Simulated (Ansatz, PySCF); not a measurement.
This Ansatz (a first-principles code) input computes a BLYP/def2-TZVPD energy:

Ansatz 0.2 input:
```yaml
crystal:
  periodic: [false, false, false]
  atoms:
    - {symbol: O, position_ang: [-1.05297413, -0.43952894, -0.11430900]}
    - {symbol: C, position_ang: [-0.11857439, 0.41430461, -0.04480592]}
    - {symbol: O, position_ang: [1.11882114, 0.20945632, 0.13919073]}
    - {symbol: H, position_ang: [-0.82585003, -1.38653763, -0.01792145]}
    - {symbol: H, position_ang: [-0.41632733, 1.45466772, -0.15731837]}
    - {symbol: H, position_ang: [1.42684761, -0.71337678, 0.24502150]}
basis:
  gaussian:
    orbitals: def2-TZVPD
hamiltonian:
  xc: {name: BLYP}
total_charge: 1
output: {forces: true}
```

Write an input for the same energy in PySCF and say what it gives.


```python
from pyscf import gto, scf, dft

mol = gto.M(
    atom='''
    O    -1.05297413   -0.43952894   -0.11430900
    C    -0.11857439    0.41430461   -0.04480592
    O     1.11882114    0.20945632    0.13919073
    H    -0.82585003   -1.38653763   -0.01792145
    H    -0.41632733    1.45466772   -0.15731837
    H     1.42684761   -0.71337678    0.24502150
    ''',
    basis='def2-tzvpd',
    charge=1,
    spin=0,
    verbose=4,
)

mf = dft.RKS(mol, xc='blyp').density_fit(auxbasis='def2-universal-jkfit')
mf.grids.level = 3
mf.conv_tol = 1e-9
mf.max_cycle = 100
mf.max_memory = 1500
mf.kernel()
if not mf.converged:
    mf = mf.newton()
    mf.kernel(mf.make_rdm1())
mf.analyze()
```
It gives -190.10251 Eh, and Ansatz -190.10242 Eh, a difference of 0.09 mEh, from the treatment of integrals and grids.

It need not be the lowest isomer of its formula.
